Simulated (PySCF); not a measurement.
Gas-phase reaction: SiH2 + 2 C3H4 (propyne) ⇌ (CH3)2Si + 4 CH

Method: PySCF energies (xtb for GFN2) plus ideal-gas RRHO corrections (1 bar). † marks an energy on the PBE0/def2-TZVP geometry and frequencies; other levels use their own. 6-31G* has spherical d functions here. Open shells (unrestricted): CH (multiplicity 2, electronic degeneracy 4); the rest are closed-shell singlets. GFN2 has no spin-polarisation term. Spin-orbit splitting is ignored; it lowers the true energy and changes the entropy of CH. B3LYP is the form with VWN-RPA correlation. No R ln 2 is added for the mirror-image form of (CH3)2Si. (CH3)2Si: computed as isolated molecules; such fragments, hydroxides, amides, oligomers or adducts are transient or little studied in the gas. The harmonic model lacks anharmonicity and excited electronic states, which grow with temperature; levels with a mode under 35 cm⁻¹ are left out. Internal rotation in (CH3)2Si is treated as a harmonic vibration of one conformer, which makes the entropy rough. Warning, spin contamination: CH (M06-2X/def2-TZVP†, PBE0/def2-TZVP, ωB97X-V/def2-TZVP†).

```json
[
 {"level": "B3LYP/6-31G*", "ΔE electronic, kJ": "1930", "ΔH°(298 K), kJ": "1877", "ΔS°(298 K), J/K": "329", "ΔG°(1400 K), kJ": "1393"},
 {"level": "GFN2-xTB", "ΔE electronic, kJ": "2408", "ΔH°(298 K), kJ": "2361", "ΔS°(298 K), J/K": "331", "ΔG°(1400 K), kJ": "1877"},
 {"level": "M06-2X/def2-TZVP†", "ΔE electronic, kJ": "1958", "ΔH°(298 K), kJ": "1905", "ΔS°(298 K), J/K": "328", "ΔG°(1400 K), kJ": "1420"},
 {"level": "PBE0/def2-TZVP", "ΔE electronic, kJ": "1966", "ΔH°(298 K), kJ": "1914", "ΔS°(298 K), J/K": "328", "ΔG°(1400 K), kJ": "1429"},
 {"level": "ωB97X-V/def2-TZVP†", "ΔE electronic, kJ": "1920", "ΔH°(298 K), kJ": "1867", "ΔS°(298 K), J/K": "328", "ΔG°(1400 K), kJ": "1382"}
]
```
ΔH° is lowest at ωB97X-V/def2-TZVP† and highest at GFN2-xTB. No reference value is set beside these.
